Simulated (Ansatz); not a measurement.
A nudged elastic band was laid between two geometries of BFH2 + H4Si (9 atoms, charge 0, multiplicity 1).

These are results of Ansatz, RKS r2SCAN/6-31G*, not measurements.

```
movable images  : 4
climbing image  : no
spring          : 5.0 eV/Å²
optimiser       : quadratic models (default)
start path      : through a guess of the saddle point
force threshold : 0.05 eV/Å
iteration limit : 60
end points      : relaxed
```

Initial state:

```xyz
9
Properties=species:S:1:pos:R:3
B 0.036 -0.633 -0.102
H -0.082 -1.307 0.883
F 1.263 -0.378 -0.540
H -0.887 -0.209 -0.742
Si 0.061 2.672 1.149
H 0.924 3.251 2.211
H 0.739 2.770 -0.168
H -1.242 3.386 1.106
H -0.190 1.236 1.467
```

Final state:

```xyz
9
Properties=species:S:1:pos:R:3
B 0.307 0.637 -0.361
H -0.921 -0.752 1.958
F 1.478 0.007 -0.377
H -0.610 0.081 -0.910
Si 0.187 2.478 0.508
H 1.132 2.628 1.651
H 0.546 3.508 -0.515
H -1.194 2.779 0.981
H -0.302 -0.578 2.330
```

(1) Which bonds break or form, and what moves?

(2) What energy profile does the band end with?

(3) What is the geometry of the highest image?

## Answers

(1) Bonds broken: B1–H2, Si5–H9. Bonds formed: B1–Si5, H2–H9. BFH2 + H4Si becomes BFH4Si + H2.

(2) The run converged. The highest image is number 3 of 0 to 5, 85.6 kJ/mol above the first end and 39.0 kJ/mol above the last; the last end lies 46.6 kJ/mol above the first. No image climbed, so the highest image needn't sit at the top of the path. The orbitals stay closed-shell, which can raise the energy where a bond breaks towards radicals; this wasn't checked here.

| image | path coordinate (Å) | energy (kJ/mol) | B1–H2 (Å) | Si5–H9 (Å) | B1–Si5 (Å) |
| --- | --- | --- | --- | --- | --- |
| 0 | 0.00 | 0.0 | 1.20 | 1.49 | 3.53 |
| 1 | 0.90 | 4.6 | 1.20 | 1.50 | 3.04 |
| 2 | 1.80 | 40.5 | 1.21 | 1.62 | 2.36 |
| 3 | 2.71 | 85.6 | 1.48 | 2.37 | 2.05 |
| 4 | 3.61 | 53.3 | 2.30 | 2.93 | 2.04 |
| 5 | 4.51 | 46.6 | 2.97 | 3.59 | 2.04 |

(3) 
```xyz
9
Properties=species:S:1:pos:R:3
B 0.165 0.367 0.159
H -0.497 -0.513 1.146
F 1.356 -0.243 -0.102
H -0.797 0.112 -0.528
Si 0.154 2.342 0.701
H 1.060 2.721 1.825
H 0.589 3.072 -0.520
H -1.227 2.783 1.066
H -0.180 0.147 1.520
```

Time of the run: 3.6 min on 1 thread of Arm Neoverse V2 (shared host), peak memory 0.12 GiB.
